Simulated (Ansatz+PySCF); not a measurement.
## doublet C3H5: levels of theory in one basis

```xyz
8

C     0.0000    0.0000   -0.4419
C     0.0000    1.2299    0.1960
C     0.0000   -1.2299    0.1960
H     0.0000    0.0000   -1.5389
H     0.0000    2.1641   -0.3691
H     0.0000    1.2985    1.2879
H     0.0000   -2.1641   -0.3691
H     0.0000   -1.2985    1.2879
```

Basis set: def2-SVP (spherical functions). Left uncorrelated: 3 orbitals. Correlation on ROHF uses semicanonical orbitals with singles. Charge 0, multiplicity 2.

Computed with Ansatz (development build ahead of 0.2.0); the reference of a correlated method needn't be the lowest determinant of its kind. NEVPT2 correlates all electrons. Active spaces start from the frontier orbitals, and the lowest solution found is given.

| method | E − E(ROHF) (eV) | <S²> of the determinant |
| --- | --- | --- |
| ROHF | 0.00 | 0.75 |
| UHF | -0.67 | 0.96 |
| ROHF-MP2 | -10.97 | – |
| UHF-MP2 | -10.71 | 0.96 |
| ROHF-CCSD | -12.03 | – |
| ROHF-CCSD(T) | -12.45 | – |
| SC-NEVPT2(3,3) | -11.36 | – |

What does CASSCF(3,3) give on the same scale?

-1.09 eV.

Is a single determinant a sound starting point here?

Only with care. Unrestricted orbitals gain 0.67 eV and <S²> is 0.96 against 0.75 for a pure state, a contamination that matters most for the unrestricted series. The CASSCF(3,3) natural occupations are 1.90, 1.00, 0.10.

Caution for ROHF, ROHF-MP2, ROHF-CCSD, ROHF-CCSD(T): an unrestricted determinant lies well below. Caution for ROHF, ROHF-MP2: the determinant breaks the point group. Caution for UHF, UHF-MP2: the unrestricted determinant is spin contaminated. Caution for ROHF-CCSD, ROHF-CCSD(T): the determinant is a saddle point.
